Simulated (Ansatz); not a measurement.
For zinc-blende CdSe, PBE-D3(BJ) (PAW; Ansatz, a program for electronic structure) gives:

- lattice parameter a = 6.112 Å
- enthalpy of formation = -0.558 eV/atom

Task: What does HSE06 in Ansatz (plane waves, PAW) give for the same quantities?

Result: 
- lattice constant a: 6.144 Å (rises by 0.5 %)
- formation enthalpy: -0.758 eV/atom (moves by -0.200 eV/atom)

For comparison: lattice constant a 6.077 Å (measured, room temperature, not corrected to a static lattice, sources range from 6.052 to 6.084; as tabulated in arXiv:1206.3780).

Changes are worked out from the printed values.

Unless a cell is named, each level is at its own relaxed cell (PBE-D3(BJ) 28.54, HSE06 28.99 Å³/atom).

Caveats: hybrids on metals are sensitive to the k mesh and can open a false gap (HSE06). Ansatz's density-functional and Hartree–Fock values are scalar-relativistic unless marked +SOC, with PAW data made under PBE.
